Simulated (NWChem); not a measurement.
All runs are NWChem calculations. System: isobutane (C4H10), charge 0, spin multiplicity 1, at a geometry optimised with PBE0/def2-SVP. Level: MP2/def2-TZVP, 4 core orbitals frozen.

Input file:

```
start mol
memory heap 200 mb stack 900 mb global 1100 mb
geometry units angstroms nocenter noautoz
  C      0.251204    -0.688523     1.258893
  C     -0.359250    -0.080580     0.000000
  C      0.251204    -0.688523    -1.258893
  C     -0.226003     1.439065     0.000000
  H      0.125663    -1.782626     1.281168
  H      1.332875    -0.477418     1.311916
  H     -0.211432    -0.279004     2.170794
  H     -1.438545    -0.322637     0.000000
  H      0.125663    -1.782626    -1.281168
  H      1.332875    -0.477418    -1.311916
  H     -0.211432    -0.279004    -2.170794
  H     -0.697072     1.886090    -0.889698
  H     -0.697072     1.886090     0.889698
  H      0.835542     1.739918     0.000000
  symmetry group Cs
end
basis spherical
  * library def2-tzvp
end
scf
  rhf
  nopen 0
  maxiter 100
  thresh 1e-7
  semidirect memsize 60000000 filesize 0
end
mp2
  freeze core 4
end
task mp2 energy
```

Output (cleaned and shortened):

```
             Northwest Computational Chemistry Package (NWChem) 7.3.0
             --------------------------------------------------------

                                NWChem Input Module
                                -------------------

 Scaling coordinates for geometry "geometry" by  1.889725989
 (inverse scale =  0.529177249)

 Turning off AUTOSYM since
 SYMMETRY directive was detected!

                             Geometry "geometry" -> ""
                             -------------------------

 Output coordinates in angstroms (scale by  1.889725989 to convert to a.u.)

  No.       Tag          Charge          X              Y              Z
 ---- ---------------- ---------- -------------- -------------- --------------
    1 C                    6.0000     0.25120400    -0.68852300     1.25889300
    2 C                    6.0000    -0.35925000    -0.08058000     0.00000000
    3 C                    6.0000     0.25120400    -0.68852300    -1.25889300
    4 C                    6.0000    -0.22600300     1.43906500     0.00000000
    5 H                    1.0000     0.12566300    -1.78262600     1.28116800
    6 H                    1.0000     1.33287500    -0.47741800     1.31191600
    7 H                    1.0000    -0.21143200    -0.27900400     2.17079400
    8 H                    1.0000    -1.43854500    -0.32263700     0.00000000
    9 H                    1.0000     0.12566300    -1.78262600    -1.28116800
   10 H                    1.0000     1.33287500    -0.47741800    -1.31191600
   11 H                    1.0000    -0.21143200    -0.27900400    -2.17079400
   12 H                    1.0000    -0.69707200     1.88609000    -0.88969800
   13 H                    1.0000    -0.69707200     1.88609000     0.88969800
   14 H                    1.0000     0.83554200     1.73991800     0.00000000

 Effective nuclear repulsion energy (a.u.)     134.4081839709

            Nuclear Dipole moment (a.u.)
            ----------------------------
        X                 Y               Z
 ---------------- ---------------- ----------------
    -0.0000094486    -0.0000018897    -0.0000000000

      Symmetry information
      --------------------

 Group name             Cs
 Group number              2
 Group order               2
 No. of unique centers     9

      Symmetry unique atoms

     1    2    4    5    6    7    8   12   14


 Summary of "ao basis" -> "" (spherical)
 ------------------------------------------------------------------------------
       Tag                 Description            Shells   Functions and Types
 ---------------- ------------------------------  ------  ---------------------
 *                         def2-tzvp                  on all atoms

 Summary of "ao basis" -> "ao basis" (spherical)
 ------------------------------------------------------------------------------
       Tag                 Description            Shells   Functions and Types
 ---------------- ------------------------------  ------  ---------------------
 C                         def2-tzvp                11       31   5s3p2d1f
 H                         def2-tzvp                 4        6   3s1p

                                 NWChem SCF Module
                                 -----------------

  ao basis        = "ao basis"
  functions       =   184
  atoms           =    14
  closed shells   =    17
  open shells     =     0
  charge          =   0.00
  wavefunction    = RHF
  use symmetry    = T
  symmetry adapt  = T

 Summary of "ao basis" -> "ao basis" (spherical)
 ------------------------------------------------------------------------------
       Tag                 Description            Shells   Functions and Types
 ---------------- ------------------------------  ------  ---------------------
 C                         def2-tzvp                11       31   5s3p2d1f
 H                         def2-tzvp                 4        6   3s1p

      Symmetry analysis of basis
      --------------------------

        a'        107
        a"         77

 Forming initial guess at       0.1s

      Superposition of Atomic Density Guess
      -------------------------------------

 Sum of atomic energies:        -155.68340482

      Non-variational initial energy
      ------------------------------

 Total energy =    -158.644845
 1-e energy   =    -472.332609
 2-e energy   =     179.279579
 HOMO         =      -0.389218
 LUMO         =       0.063081

      Symmetry analysis of molecular orbitals - initial
      -------------------------------------------------

  Numbering of irreducible representations:

     1 a'          2 a"

  Orbital symmetries:

     1 a'          2 a'          3 a"          4 a'          5 a'
     6 a"          7 a'          8 a'          9 a'         10 a"
    11 a'         12 a"         13 a'         14 a"         15 a"
    16 a'         17 a'         18 a'         19 a'         20 a"
    21 a'         22 a'         23 a'         24 a"         25 a'
    26 a"         27 a'

 Starting SCF solution at       2.5s

 ----------------------------------------------
         Quadratically convergent ROHF

 Convergence threshold     :          1.000E-07
 Maximum no. of iterations :          100
 Final Fock-matrix accuracy:          1.000E-09
 ----------------------------------------------

              iter       energy          gnorm     gmax       time
             ----- ------------------- --------- --------- --------
                 1     -157.3045475089  7.60D-01  1.79D-01      3.9
                 2     -157.3505994364  2.22D-01  3.62D-02      5.4
[...]
    21 a'         22 a'         23 a"         24 a'         25 a'
    26 a'         27 a"

             Final eigenvalues
             -----------------

              1
    1  -11.2235
    2  -11.2104
    3  -11.2104
    4  -11.2104
    5   -1.0800
    6   -0.9235
    7   -0.9235
    8   -0.7628
    9   -0.6290
   10   -0.5881
   11   -0.5881
   12   -0.5299
   13   -0.5299
   14   -0.5068
   15   -0.4633
   16   -0.4633
   17   -0.4554
   18    0.1328
   19    0.1809
   20    0.1869
   21    0.1869
   22    0.2087
   23    0.2142
   24    0.2142
   25    0.2613
   26    0.2683
   27    0.2683

                       ROHF Final Molecular Orbital Analysis
                       -------------------------------------

 Vector   15  Occ=2.000000D+00  E=-4.633149D-01  Symmetry=a"
              MO Center= -1.0D-01, -5.3D-02, -2.6D-10, r^2= 3.1D+00
   Bfn.  Coefficient  Atom+Function         Bfn.  Coefficient  Atom+Function
  ----- ------------  ---------------      ----- ------------  ---------------
    39      0.237743   2 C  pz               42      0.218956   2 C  pz
     8     -0.204713   1 C  pz               70     -0.204713   3 C  pz
    11     -0.175165   1 C  pz               73     -0.175165   3 C  pz

 Vector   16  Occ=2.000000D+00  E=-4.633013D-01  Symmetry=a'
              MO Center= -1.1D-01,  4.4D-03,  9.1D-11, r^2= 3.1D+00
   Bfn.  Coefficient  Atom+Function         Bfn.  Coefficient  Atom+Function
  ----- ------------  ---------------      ----- ------------  ---------------
    38      0.231959   2 C  py              100     -0.230149   4 C  py
    41      0.213630   2 C  py              103     -0.197559   4 C  py

 Vector   17  Occ=2.000000D+00  E=-4.553833D-01  Symmetry=a'
              MO Center= -1.4D-01, -3.1D-02, -2.9D-14, r^2= 3.0D+00
   Bfn.  Coefficient  Atom+Function         Bfn.  Coefficient  Atom+Function
  ----- ------------  ---------------      ----- ------------  ---------------
   144     -0.229956   8 H  s                37      0.225938   2 C  px
    40      0.198266   2 C  px              145     -0.154272   8 H  s

 Vector   18  Occ=0.000000D+00  E= 1.328280D-01  Symmetry=a'
              MO Center= -1.5D-01, -3.5D-02, -1.3D-14, r^2= 9.6D+00
   Bfn.  Coefficient  Atom+Function         Bfn.  Coefficient  Atom+Function
  ----- ------------  ---------------      ----- ------------  ---------------
     5      3.067327   1 C  s                67      3.067327   3 C  s
    98      3.067189   4 C  s               127     -1.174033   5 H  s
   139     -1.173974   7 H  s               151     -1.174033   9 H  s
   163     -1.173974  11 H  s               169     -1.173893  12 H  s
   175     -1.173893  13 H  s               145     -1.136832   8 H  s

 Vector   19  Occ=0.000000D+00  E= 1.809376D-01  Symmetry=a'
              MO Center= -2.8D-01, -6.3D-02, -4.9D-17, r^2= 8.5D+00
   Bfn.  Coefficient  Atom+Function         Bfn.  Coefficient  Atom+Function
  ----- ------------  ---------------      ----- ------------  ---------------
    36      5.856932   2 C  s               145     -3.466593   8 H  s
     5     -2.118738   1 C  s                67     -2.118738   3 C  s
    98     -2.117691   4 C  s                43     -1.496808   2 C  px
   133      1.107895   6 H  s               157      1.107895  10 H  s
   181      1.107517  14 H  s               106      0.377474   4 C  py

 Vector   20  Occ=0.000000D+00  E= 1.868831D-01  Symmetry=a"
              MO Center=  2.2D-01, -5.5D-01,  5.7D-15, r^2= 1.0D+01
   Bfn.  Coefficient  Atom+Function         Bfn.  Coefficient  Atom+Function
  ----- ------------  ---------------      ----- ------------  ---------------
     5      5.564469   1 C  s                67     -5.564469   3 C  s
   133     -1.847042   6 H  s               157      1.847042  10 H  s
   139     -1.731773   7 H  s               163      1.731773  11 H  s
   127     -1.408808   5 H  s               151      1.408808   9 H  s
    45     -1.320567   2 C  pz                4     -0.559247   1 C  s

 center of mass
 --------------
 x =  -0.01604706 y =  -0.00359526 z =   0.00000000

 moments of inertia (a.u.)
 ------------------
         391.249557850609          35.852743349449           0.000000000000
          35.852743349449         239.441675641488           0.000000000000
           0.000000000000           0.000000000000         231.395634991740

  Mulliken analysis of the total density
  --------------------------------------

    Atom       Charge   Shell Charges
 -----------   ------   -------------------------------------------------------
    1 C    6     6.33   0.85  1.12  0.48  0.66  0.10  1.24  1.38  0.41  0.02  0.06  0.00
    2 C    6     5.93   0.85  1.12  0.46  0.69 -0.11  1.23  1.34  0.18  0.03  0.13  0.01
    3 C    6     6.33   0.85  1.12  0.48  0.66  0.10  1.24  1.38  0.41  0.02  0.06  0.00
    4 C    6     6.33   0.85  1.12  0.48  0.66  0.10  1.24  1.38  0.41  0.02  0.06  0.00
    5 H    1     0.90   0.27  0.50  0.11  0.02
    6 H    1     0.91   0.26  0.50  0.12  0.02
    7 H    1     0.90   0.27  0.50  0.11  0.02
    8 H    1     0.95   0.27  0.52  0.14  0.02
    9 H    1     0.90   0.27  0.50  0.11  0.02
   10 H    1     0.91   0.26  0.50  0.12  0.02
   11 H    1     0.90   0.27  0.50  0.11  0.02
   12 H    1     0.90   0.27  0.50  0.11  0.02
   13 H    1     0.90   0.27  0.50  0.11  0.02
   14 H    1     0.91   0.26  0.50  0.12  0.02

       Multipole analysis of the density wrt the origin
       ------------------------------------------------

     L   x y z        total         open         nuclear
     -   - - -        -----         ----         -------
     0   0 0 0      0.000000      0.000000     34.000000

     1   1 0 0     -0.050786      0.000000     -0.000009
     1   0 1 0     -0.011405      0.000000     -0.000002
     1   0 0 1     -0.000000      0.000000     -0.000000

     2   2 0 0    -21.229590      0.000000     33.037811
     2   1 1 0      0.114863      0.000000    -22.024610
     2   1 0 1     -0.000000      0.000000      0.000000
     2   0 2 0    -21.716071      0.000000    126.295360
     2   0 1 1     -0.000000      0.000000      0.000000
     2   0 0 2    -21.741338      0.000000    131.238711

                   NWChem MP2 Semi-direct Energy/Gradient Module
                   ---------------------------------------------

  Basis functions       =    184
  Molecular orbitals    =    184
  Frozen core           =      4
  Frozen virtuals       =      0
  Active alpha occupied =     13
  Active beta occupied  =     13
  Active alpha virtual  =    167
  Active beta virtual   =    167
  Use MO symmetry       = T
  Use skeleton AO sym   = T

  AO/Fock/Back tols     =   1.0D-09  1.0D-09  1.0D-09

 GA uses MA = F    GA memory limited = T

 Available:
  local mem=  1.26D+08
 global mem=  1.44D+08
 local disk=  0.00D+00
  mp2_memr nvloc                   167
  nvloc new                   167
   1 passes of  13:        5242880                     177572                 124072776.
   1 passes of  13: M    126138561           G      144111488           F     120895681.
  mp2_memr nvloc                   167
  nvloc new                   167
   2 passes of   7:        5242880                     127492                  66835129.
   2 passes of   7: M    126138561           G      144111488           F     120895681.

 Semi-direct pass number   1 of   2  for RHF alpha+beta  at       24.9s
  vrange nnbf                 16801
  mp2_eaftype                   254  avail_ma_in_mb                  1099
 EAF : mp2_eaftype filesize         254   33417565.
  mp2_eaf for mointskh                    254
Node 0 wrote    157.1 Mb in      0.2 s     Agg I/O rate:   815.4 Mb/s
 Done moints_semi at       36.2s
  mp2_eaftype                   254  avail_ma_in_mb                   845
 EAF : mp2_eaftype filesize         254   33417565.
  mp2_eaf for kh                   254
 Done maket at       36.5s
 Semi-direct pass number   2 of   2  for RHF alpha+beta  at       36.5s
  vrange nnbf                 16801
  mp2_eaftype                   254  avail_ma_in_mb                   845
 EAF : mp2_eaftype filesize         254   33417565.
  mp2_eaf for mointskh                    254
Node 0 wrote    134.7 Mb in      0.1 s     Agg I/O rate:   918.4 Mb/s
 Done moints_semi at       47.4s
  mp2_eaftype                   254  avail_ma_in_mb                   845
 EAF : mp2_eaftype filesize         254   33417565.
  mp2_eaf for kh                   254
 Done maket at       47.7s
 Done multipass loop at       47.7s

          -------------------------------------------
          SCF energy                -157.355307013233
          Correlation energy          -0.692535988273
          Singlet pairs               -0.465185770263
          Triplet pairs               -0.227350218011
          Total MP2 energy          -158.047843001506
          -------------------------------------------

          ---------------------------------------------------
                    Spin Component Scaled (SCS) MP2
          Same spin pairs                     -0.151566812007
          Same spin scaling factor             0.333333333333
          Opposite spin pairs                 -0.540969176266
          Opposite spin scaling fact.          1.200000000000
          SCS-MP2 correlation energy          -0.699685282189
          Total SCS-MP2 energy              -158.054992295421
          ---------------------------------------------------

 -----------------------
 Performance information
 -----------------------

 Timer overhead =  1.02D-07 seconds/call

               Nr. of calls         CPU time (s)                 Wall time (s)                GFlops
             ---------------    -------------------     ------------------------------   -------------------
Name         Min   Avg   Max    Min     Avg     Max     Min     Avg     Max   Mx/calls   Min     Max     Sum
mp2: moin     2     2     2    22.     22.     22.      22.     22.     22.     11.      0.0     0.0     0.0
mp2: make     2     2     2   0.65    0.65    0.65     0.65    0.65    0.65    0.32      0.0     0.0     0.0
mp2: tota     1     1     1    23.     23.     23.      23.     23.     23.     23.      0.0     0.0     0.0

 The average no. of pstat calls per process was 5.00D+00
 with a timing overhead of 5.08D-07s

 Task  times  cpu:       47.7s     wall:       47.7s

 Total times  cpu:       47.7s     wall:       47.7s
```
